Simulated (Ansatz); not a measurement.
Mulliken charges of C2H3NO2, SMILES `OC1(O)C=N1` from r2SCAN/def2-TZVPP in Ansatz (PBE0-D4/def2-TZVP geometry).

| atom | x (Å) | y (Å) | z (Å) | charge (e) |
| --- | --- | --- | --- | --- |
| O1 | -0.782 | 1.301 | 0.165 | -0.328 |
| C2 | -0.024 | 0.180 | 0.014 | 0.307 |
| O3 | 1.315 | 0.516 | -0.044 | -0.340 |
| C4 | -0.523 | -1.089 | 0.408 | 0.029 |
| N5 | -0.500 | -0.917 | -0.849 | -0.216 |
| H6 | -0.359 | 2.005 | -0.340 | 0.213 |
| H7 | 1.781 | -0.182 | -0.513 | 0.212 |
| H8 | -0.815 | -1.871 | 1.102 | 0.124 |

Question: By hand: the dipole of these point charges (1 e Å = 4.8032 D).

Answer: Σ q r = (0.095, -0.224, 0.116) e Å, of length 0.270 e Å = 1.30 D.

Question: How does the dipole of the full density compare? (Estimate.)

Answer: Computed: (0.227, -0.159, 0.107) e Å, 1.43 D; the point charges give 0.91 times that, at 30° from its direction.

Point charges leave out the atoms' own dipoles, such as those of lone pairs, and Mulliken's split depends on the basis, so the two needn't agree.
